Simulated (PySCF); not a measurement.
# CH7BSi (SMILES CB[SiH3]): levels of theory compared

Aim: a comparison of 6 runs (HF/STO-3G, HF/3-21G, B3LYP/6-31G*, B2PLYP/6-311+G**, wB97M-V/6-311+G**, SCS-MP2/6-311+G**) of CH7BSi. Input form: a Python script.

Program for the calculation: PySCF 2.14.0.

2 further runs of the same task are left out: 2 set aside as unsound or not needed.

## Step 1: Starting point

CH7BSi: 10 atoms, total charge 0, spin state singlet. As SMILES, `CB[SiH3]`. The B2–H7 distance was set to 2.163 Å, away from the relaxed value. At this shape a bond of the SMILES string is far longer than usual.

Bond lengths: C1–B2 1.550 Å, B2–Si3 2.018 Å, C1–H4 1.106 Å, C1–H5 1.092 Å, C1–H6 1.091 Å, Si3–H8 1.491 Å, Si3–H9 1.491 Å, Si3–H10 1.494 Å. Some angles: C1–B2–Si3 124.4°, B2–C1–H4 102.7°, B2–C1–H5 114.9°, B2–C1–H6 116.1°, B2–Si3–H8 111.7°, B2–Si3–H9 114.0°, B2–Si3–H10 107.9°, H4–C1–H5 105.3°, H4–C1–H6 106.0°, H5–C1–H6 110.4°.

## Step 2: The energy at HF/STO-3G (run 1)

The input, input.py:

```python
from pyscf import gto, scf

mol = gto.M(
    atom='''
C   -1.411734   1.205796   0.298123
B   -0.211834   0.231096   0.185123
Si   0.690266  -0.652304   1.759823
H   -2.282234   0.538296   0.158823
H   -1.481734   1.942996  -0.504977
H   -1.552434   1.684896   1.268423
H    0.516800  -0.288200  -1.783700
H    0.830366  -2.123304   1.560523
H    0.001066  -0.423404   3.061723
H    2.069866  -0.090004   1.874323
''',
    basis='sto-3g',
    max_memory=1860,
    charge=0,
    verbose=3,
)

calc0 = scf.RHF(mol)
calc0.conv_tol = 1e-10
calc0.kernel()
if not calc0.converged:
    calc0 = calc0.newton().run(calc0.mo_coeff, calc0.mo_occ)

e_final = calc0.e_tot
print('E(%s) = %.9f' % ('HF', e_final))
```

Launch:

```console
$ OMP_NUM_THREADS=1 python input.py
```

Output:

```text
converged SCF energy = -351.220959790774
E(HF) = -351.220959791
```

Run time: 0.73 s. Hardware: 1 thread of Intel Xeon at 2.70GHz, shared host; peak memory 0.1 GiB.

## Step 3: The energy at HF/3-21G (run 2)

The input, calc.py:

```python
from pyscf import gto, scf

mol = gto.Mole()
mol.atom = '''
C       -1.411734       1.205796       0.298123
B       -0.211834       0.231096       0.185123
Si       0.690266      -0.652304       1.759823
H       -2.282234       0.538296       0.158823
H       -1.481734       1.942996      -0.504977
H       -1.552434       1.684896       1.268423
H        0.516800      -0.288200      -1.783700
H        0.830366      -2.123304       1.560523
H        0.001066      -0.423404       3.061723
H        2.069866      -0.090004       1.874323
'''
mol.spin = 0
mol.verbose = 3
mol.max_memory = 1860
mol.basis = '3-21g'
mol.charge = 0
mol.build()

myscf = scf.RHF(mol)
myscf.conv_tol = 1e-10
myscf.kernel()
if not myscf.converged:
    myscf = myscf.newton().run(myscf.mo_coeff, myscf.mo_occ)

energy = myscf.e_tot
print('E = %.10f Eh' % energy)
```

Launch:

```console
$ OMP_NUM_THREADS=1 python calc.py
```

Output:

```text
converged SCF energy = -353.50026537968
E = -353.5002653797 Eh
```

Run time: 0.77 s. Hardware: 1 thread of Intel Xeon at 2.70GHz, shared host; peak memory 0.1 GiB.

Runs 3 to 5 aren't shown in full; the table further down has their settings and results.

## Step 4: A single-point energy at SCS-MP2/6-311+G(d,p) (run 6)

The input, calc.py:

```python
from pyscf import gto, mp

mol = gto.M(
    atom=[
    ('C', (-1.411734, 1.205796, 0.298123)),
    ('B', (-0.211834, 0.231096, 0.185123)),
    ('Si', (0.690266, -0.652304, 1.759823)),
    ('H', (-2.282234, 0.538296, 0.158823)),
    ('H', (-1.481734, 1.942996, -0.504977)),
    ('H', (-1.552434, 1.684896, 1.268423)),
    ('H', (0.516800, -0.288200, -1.783700)),
    ('H', (0.830366, -2.123304, 1.560523)),
    ('H', (0.001066, -0.423404, 3.061723)),
    ('H', (2.069866, -0.090004, 1.874323)),
],
    basis='6-311+g**',
    charge=0,
    verbose=4,
    max_memory=1860,
)

hf = mol.RHF()
hf.conv_tol = 1e-10
hf.kernel()
if not hf.converged:
    hf = hf.newton().run(hf.mo_coeff, hf.mo_occ)

pt = mp.MP2(hf, frozen=7).run()
e_final = hf.e_tot + 1.2 * pt.e_corr_os + pt.e_corr_ss / 3
print(f'total energy: {e_final:.8f} hartree')
```

Launch:

```console
$ OMP_NUM_THREADS=1 python calc.py
```

Output:

```text
PySCF version 2.14.0

[... 66 lines left out ...]
converged SCF energy = -355.43533052479
[... 1 line left out ...]
******** <class 'pyscf.mp.mp2.RMP2'> ********
nocc = 9, nmo = 109
frozen orbitals 7
E(RMP2) = -355.790363882348  E_corr = -0.35503335755823
E(SCS-RMP2) = -355.807228121518  E_corr = -0.371897596728519
E_corr(same-spin) = -0.062472037316951
E_corr(oppo-spin) = -0.292561320241279
total energy: -355.80722812 hartree
```

Wall time 3.9 s (1 thread of Intel Xeon at 2.70GHz, shared host); peak memory 0.34 GiB.

## Step 5: All runs side by side

```
run                               level  integration grid  frozen core orbitals  energy (Eh)  dipole moment (D) of the reference  HOMO energy (eV)  LUMO energy (eV)  wall time
  1                           HF/STO-3G                 –                     –  -351.220960                                1.64             -6.36              6.34     0.73 s
  2                            HF/3-21G                 –                     –  -353.500265                                2.27             -8.97              1.66     0.77 s
  3  B3LYP/6-31G* (spherical functions)                 5                     –  -356.525403                                2.37             -6.48             -2.11       13 s
  4                    B2PLYP/6-311+G**                 5                     7  -356.323635                                2.66             -7.77             -0.90       28 s
  5                   wB97M-V/6-311+G**                 5                     –  -356.456754                                2.59             -8.93             -0.32    2.1 min
  6                   SCS-MP2/6-311+G**                 –                     7  -355.807228                                2.94             -9.18              1.11      3.9 s
```

## Step 6: What came out

| quantity | value |
| --- | --- |
| run 6: total energy | -355.80723 Eh |
| run 6: dipole moment (Hartree–Fock density) | 2.94 D |
| run 6: HOMO energy (Hartree–Fock orbitals) | -9.18 eV |
| run 6: LUMO energy (Hartree–Fock orbitals) | 1.11 eV |
| run 6: HOMO–LUMO gap (Hartree–Fock orbitals) | 10.29 eV |
| run 6: correlation energy (7 core orbitals frozen) | -371.9 mEh |

**Reading.** Over runs 1, 2, 3, 4, 5 the dipole moment (its size) runs from 1.64 D (HF/STO-3G) to 2.66 D (B2PLYP/6-311+G**). The two ends differ in method and basis. A double hybrid's value is that of its SCF part. Over runs 1, 2, 3, 4, 5 the HOMO–LUMO gap runs from 4.37 eV (B3LYP/6-31G*) to 12.70 eV (HF/STO-3G). Totals of different functionals can't be ranked against each other. In run 1 the basis is minimal, so the values are rough. All runs together took 2.9 min, the longest 2.1 min.
